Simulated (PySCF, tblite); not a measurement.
# HCl: bond homolysis

Wanted: bond homolysis for HCl (`Cl`).

Programs: tblite 0.8.0 and PySCF 2.14.0, with routines of our own; each step states its level. All values are computed. Atoms count from 0.

## 1. The starting structure

2 atoms, charge 0, multiplicity 1; geometry from: start built from the parent or by distance geometry.

## 2. Relaxing the molecule with GFN2-xTB

Job settings and geometry (Å):

```
{"job": {"kind": "relax", "xc": "GFN2-xTB", "basis": "xTB"}, "charge": 0, "multiplicity": 1}
Cl     0.699100    -0.006100    -0.005300
H     -0.693600     0.008700    -0.023000
```

The run is started by

```bash
> OMP_NUM_THREADS=1 python redox_run.py task.json out
```

One launch serves the whole session: the jobs run in the order shown.

What it wrote:

```text
step      E/eV     max force
  0    -137.37103    1.914
  1    -137.45633    1.166
  2    -137.48713    0.590
  3    -137.49383    0.102
  4    -137.49406    0.007
```

Run time: 0.01 s. Hardware: 1 thread of AMD EPYC 9R45, shared host.

Relaxation path:

```
step  energy from step 0 (eV)  largest force (eV/Å)
   0                   0.0000                1.9143
   1                  -0.0853                1.1662
   2                  -0.1161                0.5901
   3                  -0.1228                0.1020
   4                  -0.1230                0.0070
```

The bond:

```
  bond  before (Å)  after (Å)  change (Å)
Cl0–H1       1.393      1.277      -0.116
```

The final coordinates are the input of the step that follows.

## 3. Infrared spectrum with GFN2-xTB

Job settings and geometry (Å):

```
{"job": {"kind": "ir", "xc": "GFN2-xTB", "basis": "xTB"}, "charge": 0, "multiplicity": 1}
Cl     0.641342    -0.005505    -0.006017
H     -0.635828     0.008042    -0.022280
```

What it wrote:

```text
mode    cm-1     km/mol
  1    2510.1    146.90
ZPE 15.014  H(298)-E 23.690  G(298)-E -31.949 kJ/mol  S 186.62 J/(mol K)
```

Wall time 0.06 s (1 thread of AMD EPYC 9R45, shared host).

The strongest bands and the atoms that carry them (share of the mass-weighted mode):

```
cm⁻¹  km/mol    atoms
2510   146.9  H1 97 %
```

## 4. Optimising the geometry at PBE0-D3(BJ)/def2-SVP

Job settings and geometry (Å):

```
{"job": {"xc": "PBE0", "basis": "def2-SVP", "d3": "d3bj", "grid": 1, "kind": "geom"}, "charge": 0, "multiplicity": 1}
Cl     0.641342    -0.005505    -0.006017
H     -0.635828     0.008042    -0.022280
```

What it wrote:

```text
step   0  E = -460.50235980  max force = 0.005127
step   1  E = -460.50238897  max force = 0.002364
step   2  E = -460.50239747  max force = 0.000051
optimisation converged
```

Run time: 0.33 s. Hardware: 1 thread of AMD EPYC 9R45, shared host.

Along the way:

```
step  energy from step 0 (eV)  largest force component (eV/Å)
   0                   0.0000                          0.2636
   1                  -0.0008                          0.1216
   2                  -0.0010                          0.0026
```

The bond:

```
  bond  before (Å)  after (Å)  change (Å)
Cl0–H1       1.277      1.285      +0.008
```

The end geometry stands in the next job.

```
                         at the end point         value
  point group (found at 0.08 Å tolerance)         Cinfv
rotational constants (GHz, main isotopes)  312.3, 312.3
                        dipole moment (D)          1.38
```

## 5. Harmonic vibrations (HCl): PBE0-D3(BJ)/def2-SVP

Job settings and geometry (Å):

```
{"job": {"xc": "PBE0", "basis": "def2-SVP", "d3": "d3bj", "grid": 2, "kind": "hessian"}, "charge": 0, "multiplicity": 1}
Cl     0.645426    -0.005819    -0.005624
H     -0.639680     0.008375    -0.022660
```

What it wrote:

```text
coarse grid: 2248 points
cycle   1  E = -460.4450392241  dE = -5.897e-02  |g| = 2.012e-01  |ddm| = 1.037e+00
cycle   2  E = -460.4502483656  dE = -5.209e-03  |g| = 1.668e-01  |ddm| = 4.398e-01
cycle   3  E = -460.4578288757  dE = -7.581e-03  |g| = 6.098e-03  |ddm| = 1.977e-01
cycle   4  E = -460.4578364372  dE = -7.562e-06  |g| = 2.047e-03  |ddm| = 6.008e-03
final grid: 17120 points
cycle   5  E = -460.5023884682  dE = -2.717e-06  |g| = 1.943e-03  |ddm| = 5.803e-03
cycle   6  E = -460.5023890568  dE = -5.887e-07  |g| = 1.209e-03  |ddm| = 3.399e-03
cycle   7  E = -460.5023894084  dE = -3.515e-07  |g| = 8.541e-06  |ddm| = 1.253e-03
cycle   8  E = -460.5023894084  dE = -1.677e-11  |g| = 2.543e-06  |ddm| = 1.323e-05
converged SCF energy = -460.5023894084

mode    cm-1
  1    3016.1
ZPE 18.040  H(298)-E 26.717  G(298)-E -28.953 kJ/mol  S 186.72 J/(mol K)
```

Run time: 0.55 s. Hardware: 1 thread of AMD EPYC 9R45, shared host.

Zero-point energy 18.04 kJ/mol (xTB gave 15.01).

## 6. Single point (HCl): M06-2X/def2-TZVP

Geometry: PBE0-D3(BJ)/def2-SVP.

Job settings and geometry (Å):

```
{"job": {"kind": "sp", "xc": "M06-2X", "basis": "def2-TZVP", "grid": 3}, "charge": 0, "multiplicity": 1}
Cl     0.645426    -0.005819    -0.005624
H     -0.639680     0.008375    -0.022660
```

What it wrote:

```text
coarse grid: 8792 points
cycle   1  E = -460.7828843956  dE = -5.930e-02  |g| = 2.033e-01  |ddm| = 7.706e-01
cycle   2  E = -460.7915541103  dE = -8.670e-03  |g| = 1.502e-01  |ddm| = 3.168e-01
cycle   3  E = -460.7971160207  dE = -5.562e-03  |g| = 1.212e-02  |ddm| = 1.252e-01
cycle   4  E = -460.7971405515  dE = -2.453e-05  |g| = 1.945e-03  |ddm| = 6.724e-03
cycle   5  E = -460.7971424598  dE = -1.908e-06  |g| = 2.448e-04  |ddm| = 2.436e-03
final grid: 28688 points
cycle   6  E = -460.7980862313  dE = -2.974e-06  |g| = 2.306e-03  |ddm| = 6.720e-03
cycle   7  E = -460.7980866481  dE = -4.168e-07  |g| = 1.460e-03  |ddm| = 2.659e-03
cycle   8  E = -460.7980869717  dE = -3.236e-07  |g| = 6.223e-05  |ddm| = 1.197e-03
cycle   9  E = -460.7980869727  dE = -9.657e-10  |g| = 2.658e-05  |ddm| = 6.091e-05
converged SCF energy = -460.7980869727
```

Run time: 0.27 s. Hardware: 1 thread of AMD EPYC 9R45, shared host.

## 7. Single point (Cl radical): M06-2X/def2-TZVP

Geometry: atom.

Job settings and geometry (Å):

```
{"job": {"kind": "sp", "xc": "M06-2X", "basis": "def2-TZVP", "grid": 3}, "charge": 0, "multiplicity": 2}
Cl     0.000000     0.000000     0.000000
```

What it wrote:

```text
coarse grid: 6320 points
cycle   1  E = -460.1278820461  dE = -1.153e-01  |g| = 8.962e-02  |ddm| = 5.193e-01
cycle   2  E = -460.1311611413  dE = -3.279e-03  |g| = 1.880e-02  |ddm| = 6.051e-02
cycle   3  E = -460.1313121043  dE = -1.510e-04  |g| = 6.858e-03  |ddm| = 2.229e-02
cycle   4  E = -460.1313304558  dE = -1.835e-05  |g| = 1.391e-03  |ddm| = 6.129e-03
cycle   5  E = -460.1313316552  dE = -1.199e-06  |g| = 9.223e-05  |ddm| = 2.097e-03
final grid: 18880 points
cycle   6  E = -460.1326120064  dE = -2.212e-06  |g| = 1.070e-03  |ddm| = 3.481e-03
cycle   7  E = -460.1326122125  dE = -2.061e-07  |g| = 5.508e-04  |ddm| = 1.181e-03
cycle   8  E = -460.1326122837  dE = -7.121e-08  |g| = 1.081e-05  |ddm| = 4.319e-04
cycle   9  E = -460.1326122838  dE = -7.259e-11  |g| = 1.161e-06  |ddm| = 1.306e-05
converged SCF energy = -460.1326122838
```

Run time: 0.27 s. Hardware: 1 thread of AMD EPYC 9R45, shared host.

## 8. Single point (H radical): M06-2X/def2-TZVP

Geometry: atom.

Job settings and geometry (Å):

```
{"job": {"kind": "sp", "xc": "M06-2X", "basis": "def2-TZVP", "grid": 3}, "charge": 0, "multiplicity": 2}
H      0.000000     0.000000     0.000000
```

What it wrote:

```text
coarse grid: 2472 points
cycle   1  E = -0.4933159011  dE = -9.784e-02  |g| = 6.321e-02  |ddm| = 3.884e-01
cycle   2  E = -0.4979412210  dE = -4.625e-03  |g| = 1.231e-02  |ddm| = 1.107e-01
cycle   3  E = -0.4981358863  dE = -1.947e-04  |g| = 2.569e-03  |ddm| = 3.175e-02
cycle   4  E = -0.4981476994  dE = -1.181e-05  |g| = 8.618e-05  |ddm| = 9.436e-03
cycle   5  E = -0.4981477027  dE = -3.280e-09  |g| = 4.679e-06  |ddm| = 6.463e-05
final grid: 9808 points
cycle   6  E = -0.4981477249  dE = -1.254e-11  |g| = 3.318e-07  |ddm| = 3.618e-06
converged SCF energy = -0.4981477249
```

Run time: 0.05 s. Hardware: 1 thread of AMD EPYC 9R45, shared host.

## 9. Bond homolysis: M06-2X/def2-TZVP

This step combines the energies above: geometries from PBE0-D3(BJ)/def2-SVP, zero-point and thermal terms from PBE0-D3(BJ)/def2-SVP.

Job settings and geometry (Å):

```
{"job": {"kind": "bd", "cap": 8, "geom": {"xc": "PBE0", "basis": "def2-SVP", "d3": "d3bj", "grid": 1}, "hess": 1, "level": {"xc": "M06-2X", "basis": "def2-TZVP", "grid": 3}}, "charge": 0, "multiplicity": 1}
Cl     0.645426    -0.005819    -0.005624
H     -0.639680     0.008375    -0.022660
```

Output (the driver's rows laid out field by field):

```text
homolysis bond by bond, M06-2X/def2-TZVP // PBE0-D3(BJ)/def2-SVP

row 1
  atoms                   0 1
  elements                Cl H
  length                  1.2853
  fragments               formula Cl, charge 0, multiplicity 2, smiles [Cl], kept yes, pieces 1; formula H, charge 0, multiplicity 2, smiles [H], kept yes, pieces 1
  electronic              439.32
  zero_kelvin             421.28
  enthalpy                425.0
  free_energy             396.35
```

Wall time 1.9 s (1 thread of AMD EPYC 9R45, shared host).

Dissociation energies (kJ/mol, gas phase, 298 K for the thermal columns):

```
  bond   fragments  electronic  enthalpy  free energy
Cl0–H1  [Cl] + [H]       439.3     425.0        396.4
```

## 10. Single point (HCl): wavefunction

Geometry: PBE0-D3(BJ)/def2-SVP.

Job settings and geometry (Å):

```
{"job": {"kind": "sp", "xc": "CCSD(T)", "basis": "aug-cc-pVTZ", "grid": 2}, "charge": 0, "multiplicity": 1}
Cl     0.645426    -0.005819    -0.005624
H     -0.639680     0.008375    -0.022660
```

With the program's defaults for keys left out, this is: wavefunction single point, frozen core, gas phase.

What it wrote:

```text
final grid: 17120 points
cycle   1  E = -460.0905076721  dE = -9.702e-02  |g| = 2.117e-01  |ddm| = 1.856e+00
cycle   2  E = -460.1054933090  dE = -1.499e-02  |g| = 8.082e-02  |ddm| = 4.464e-01
cycle   3  E = -460.1072067487  dE = -1.713e-03  |g| = 1.676e-02  |ddm| = 9.340e-02
cycle   4  E = -460.1073942186  dE = -1.875e-04  |g| = 5.215e-03  |ddm| = 2.582e-02
cycle   5  E = -460.1074156080  dE = -2.139e-05  |g| = 9.841e-04  |ddm| = 9.467e-03
cycle   6  E = -460.1074163047  dE = -6.967e-07  |g| = 2.402e-04  |ddm| = 1.828e-03
cycle   7  E = -460.1074163447  dE = -4.000e-08  |g| = 3.083e-05  |ddm| = 6.658e-04
cycle   8  E = -460.1074163452  dE = -5.191e-10  |g| = 5.359e-06  |ddm| = 7.702e-05
converged SCF energy = -460.1074163452
E(HF, exact integrals) = -460.1074311650
E(MP2) = -460.3150630285
E(CCSD) = -460.3346805634
E(CCSD(T)) = -460.3432169815
T1 diagnostic = 0.0061
```

Run time: 1 s. Hardware: 1 thread of AMD EPYC 9R45, shared host.

## 11. Single point (Cl radical): wavefunction

Geometry: atom.

Job settings and geometry (Å):

```
{"job": {"kind": "sp", "xc": "CCSD(T)", "basis": "aug-cc-pVTZ", "grid": 2}, "charge": 0, "multiplicity": 2}
Cl     0.000000     0.000000     0.000000
```

With the program's defaults for keys left out, this is: wavefunction single point, frozen core, gas phase.

What it wrote:

```text
final grid: 11752 points
cycle   1  E = -459.4765750312  dE = -2.076e-01  |g| = 1.121e-01  |ddm| = 8.994e-01
cycle   2  E = -459.4848053066  dE = -8.230e-03  |g| = 3.867e-02  |ddm| = 1.529e-01
cycle   3  E = -459.4858671805  dE = -1.062e-03  |g| = 1.178e-02  |ddm| = 5.906e-02
cycle   4  E = -459.4859695487  dE = -1.024e-04  |g| = 2.024e-03  |ddm| = 1.933e-02
cycle   5  E = -459.4859733135  dE = -3.765e-06  |g| = 3.201e-04  |ddm| = 4.869e-03
cycle   6  E = -459.4859734272  dE = -1.138e-07  |g| = 7.203e-05  |ddm| = 1.057e-03
cycle   7  E = -459.4859734340  dE = -6.713e-09  |g| = 1.604e-05  |ddm| = 2.946e-04
converged SCF energy = -459.4859734340
E(HF, exact integrals) = -459.4859689958
E(MP2) = -459.6473318381
E(CCSD) = -459.6700514159
E(CCSD(T)) = -459.6762158034
T1 diagnostic = 0.0101
```

It took 0.85 s on 1 thread of AMD EPYC 9R45, shared host.

[end of part 1 of 2]
